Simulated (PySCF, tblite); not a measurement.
A complex of Li+ and 5 × water

A gas-phase complex of Li+ and 5 × water; charge +1, singlet. The structure comes from a short search (6 tight-binding starts) and was relaxed by PBE0-D3(BJ)/def2-SVPD; another way of binding may lie lower. No frequency run checks that it is a minimum.

| part | name | SMILES | atoms | charge | multiplicity |
| --- | --- | --- | --- | --- | --- |
| 1 | Li+ | [Li+] | 1 | +1 | 1 |
| 2 | water | O | 2–4 | 0 | 1 |
| 3 | water | O | 5–7 | 0 | 1 |
| 4 | water | O | 8–10 | 0 | 1 |
| 5 | water | O | 11–13 | 0 | 1 |
| 6 | water | O | 14–16 | 0 | 1 |

Coordinates in Å:
```
Li1    -0.190    0.962    0.116
O2     -0.320    1.290   -1.798
H3     -0.597    0.634   -2.445
H4     -0.200    2.114   -2.277
O5     -1.492    1.831    1.257
H6     -2.439    1.980    1.215
H7     -1.144    2.347    2.004
O8      0.186    3.085    3.132
H9      0.251    4.045    3.202
H10     0.238    2.754    4.036
O11     1.368    1.708    0.981
H12     1.222    2.228    1.789
H13     2.314    1.674    0.821
O14    -0.412   -0.991    0.193
H15    -1.154   -1.432    0.619
H16     0.263   -1.664    0.069
```

```
  contact  kind (by geometry)  distance (Å)  angle (°)
Li1···O11         ion contact         1.933          -
 Li1···O5         ion contact         1.937          -
 Li1···O2         ion contact         1.946          -
Li1···O14         ion contact         1.968          -
  H7···O8       hydrogen bond         1.895        156
 H12···O8       hydrogen bond         1.901        156
```

Interaction energies are complex less parts, with the parts frozen as they stand in it; counterpoise-corrected, in kcal/mol (PySCF).

Q: Give the interaction energy at each level run.

A: 
```csv
level,interaction,superposition error removed
wB97M-D3(BJ)/def2-SVPD,-122.57,-3.52
PBE0-D3(BJ)/def2-SVPD,-123.58,-3.63
```

Q: What holds them together? Decompose the wB97M-D3(BJ)/def2-SVPD energy: frozen parts, their antisymmetrised product, then relaxation.

A: electrostatic -131.6, Pauli repulsion +48.2, orbital relaxation -37.5, dispersion correction -5.2 kcal/mol, which sum to the value before the counterpoise correction; the Pauli term holds the exchange-correlation of the frozen density too. Of the attraction, 76 % is electrostatic, 22 % is orbital relaxation, 3 % is dispersion correction.

The parts were also relaxed and run alone, at the levels used for the complex: shieldings by PBE0/pcSseg-1; core levels by delta-SCF with SCAN, pcX-2 on the ionised atom and pcseg-1 elsewhere, spin-free X2C.

Values alone: shielding of Li1 (ppm): 95.2; shielding of O11 (ppm): 335.3; shielding of O5 (ppm): 335.3; O5 1s core level (eV): 539.76; O11 1s core level (eV): 539.76.

Q: What does binding change?

A: 
```csv
property,alone,in the complex,change
shielding of Li1 (ppm),95.2,91.3,-3.9
shielding of O11 (ppm),335.3,328.2,-7.1
shielding of O5 (ppm),335.3,328.9,-6.4
O5 1s core level (eV),539.76,543.37,+3.62
O11 1s core level (eV),539.76,543.37,+3.61
```

The 4 runs behind this took 3 min in all, one thread each of Arm Neoverse V1 on a shared host, launched as `OMP_NUM_THREADS=1 python cluster_run.py task.json out`.
